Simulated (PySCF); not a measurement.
## C: ionisation energy

C [He] 2s2 2p2 (3P) → C⁺ [He] 2s2 2p1 (2P), as a difference of total energies. Computed with PySCF 2.14 in cc-pVDZ-DK (3s2p1d, 14 functions), with the spin-free X2C one-electron Hamiltonian (Gaussian nucleus). Correlated levels: valence: 1s2 frozen. The calculations carry no spin-orbit coupling.

```tsv
method	ionisation energy (eV)
UHF	10.799
PBE	11.504
PBE0	11.501
MP2 (valence)	11.084
SCS-MP2 (valence)	10.977
CCSD (valence)	10.968
CCSD(T) (valence)	10.975
```

Errors of the correlated levels include the incompleteness of this basis and the frozen core.

**Question.** Which method comes closest to the reference value, and which is furthest?

**Answer.** The reference is 11.262 eV (measured; NIST levels, between the centres of gravity of the two terms). Closest: MP2 (valence) (error -0.178 eV); furthest: UHF (error -0.463 eV).
